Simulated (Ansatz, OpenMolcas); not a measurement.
**How basis sets differ on Si2H6O (disiloxane)**

The species is Si2H6O (9 atoms), meant as a singlet with charge 0. SMILES: `[SiH3]O[SiH3]`. Geometry: relaxed at PBE0-D4/def2-TZVP.

```xyz
9

Si   -0.7103    1.0527   -0.9195
O     0.4255    0.0910   -0.2454
Si    0.7756   -1.0388    0.8818
H    -1.7873    0.2266   -1.5257
H    -0.0606    1.8724   -1.9702
H    -1.3062    1.9428    0.1113
H     2.2243   -1.3431    0.8000
H    -0.0093   -2.2756    0.6288
H     0.4483   -0.5279    2.2389
```

Each level gives the HOMO–LUMO gap (eV). The values are calculated.

```json
{"level": "HF/ANO-R0 (sfX2C)", "kind": "Hartree–Fock", "program": "OpenMolcas", "value (eV)": "14.35", "CPU time": "4.5 s"}
{"level": "HF/ANO-RCC-MB (DKH2)", "kind": "Hartree–Fock", "program": "OpenMolcas", "value (eV)": "17.94", "CPU time": "2 s"}
{"level": "HF/STO-3G", "kind": "Hartree–Fock", "program": "Ansatz", "value (eV)": "20.12", "CPU time": "0.35 s"}
{"level": "HF/3-21G", "kind": "Hartree–Fock", "program": "Ansatz", "value (eV)": "15.91", "CPU time": "0.7 s"}
{"level": "HF/cc-pVDZ", "kind": "Hartree–Fock", "program": "OpenMolcas", "value (eV)": "15.75", "CPU time": "5.2 s"}
```

The values span 14.35 to 20.12 eV. A Hartree–Fock LUMO above zero doesn't converge with the basis: it sinks as sets grow more diffuse. Orbital gaps aren't excitation energies. CPU times are rough (shared hosts, several kinds of processor and program).
